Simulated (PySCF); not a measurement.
These 2 structures share the formula C3H7NO. Level of theory: PySCF 2.14.0, PBE0-D3(BJ)/def2-SVP geometry optimisation, gas phase. One conformer each; no zero-point energy, no entropy. No frequencies were run at this level. Point groups hold within 0.08 Å.

Problem. Order them by energy at this level, lowest first, and give relative energies in kcal/mol.
A. `[CH3:1][NH:2][C:3]([CH3:4])=[O:5]` with C1–N2–C3–C4 179°
B. `[CH3:1][CH2:2][NH:3][CH:4]=[O:5]` with C1–C2–N3–C4 -91°, C2–N3–C4–O5 -3°

Solution. A (0.0), B (3.3).

| SMILES | E (Eh) | E rel (kcal/mol) | dipole (D) | point group | A, B, C (MHz) |
| --- | --- | --- | --- | --- | --- |
| CNC(C)=O | -248.06440 | 0.0 | 3.76 | – | 10126, 3910, 2924 |
| CCNC=O | -248.05907 | 3.3 | 3.74 | C1 | 10535, 3336, 2915 |

Problem. How do the relative energies change in single points at PBE0/pcSseg-1 (no added dispersion term) on the same geometries?

Solution. 
```json
{"SMILES": "CNC(C)=O", "PBE0-D3(BJ)/def2-SVP (kcal/mol)": "0.0", "PBE0/pcSseg-1 (kcal/mol)": "0.0", "shift": "0.0"}
{"SMILES": "CCNC=O", "PBE0-D3(BJ)/def2-SVP (kcal/mol)": "3.3", "PBE0/pcSseg-1 (kcal/mol)": "3.7", "shift": "+0.4"}
```

Each column counts from its own lowest isomer. The order is unchanged; the largest shift is 0.4 kcal/mol.
